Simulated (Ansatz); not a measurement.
**BSiP (quintet): from Hartree-Fock to the top rungs, def2-TZVPP**

The task here is to estimate one member of a computed series from the others.

Computed with Ansatz 0.2.0, Gaussian basis. Level: def2-TZVPP, core rule «outside noble gas», up to 11 orbitals frozen.

To be run: UHF; ROHF; CCSD(T) on UHF.

2 further runs of the same task are left out: 2 set aside as unsound or not needed.

**What is computed**

The geometry is a PBE0/def2-TZVP stationary point (not a proven minimum) of the parent state, kept for this charge and spin.

3 atoms, charge 0, spin multiplicity 5.

Atoms are counted from 1 here; the program's logs count them from 0.

Bond lengths: B1–Si2 1.861 Å, Si2–P3 2.006 Å. Angles: B1–Si2–P3 180.0°.

As a file:

```xyz
3
charge 0, multiplicity 5
B     0.00000    0.00000    1.90970
Si    0.00000    0.00000    0.04840
P     0.00000    0.00000   -1.95810
```

The first run:

File in.yaml:

```yaml
crystal:
  periodic: [false, false, false]
  atoms:
    - {symbol: B, position_ang: [0.000000, 0.000000, 1.909700]}
    - {symbol: Si, position_ang: [0.000000, 0.000000, 0.048400]}
    - {symbol: P, position_ang: [0.000000, 0.000000, -1.958100]}
basis:
  gaussian: {orbitals: def2-TZVPP}
magnetization: {spin_polarized: true, initial_magnetization: 4}
hamiltonian: {xc: hf}
output: {orbitals: {seedname: orbitals}}
```

Started as:

```console
$ ansatz run in.yaml --threads 1 --pin off --events-out ev --progress --plain --max-ram 4096MiB --backend cpu
```

Among the steps run: UHF; ROHF; CCSD(T) on UHF.

One table of the session follows, with a row left open; its other results are not shown here.

```
  method  from UCCSD(T) (meV)
    ROHF                    ?
     UHF              +8323.4
    UMP2              +1563.2
   UCCSD               +505.0
UCCSD(T)                    0
```

**Question.** Estimate the row for ROHF.

The run gave: from UCCSD(T) (meV): +8551.0. In the column «from UCCSD(T) (meV)» it is the highest.
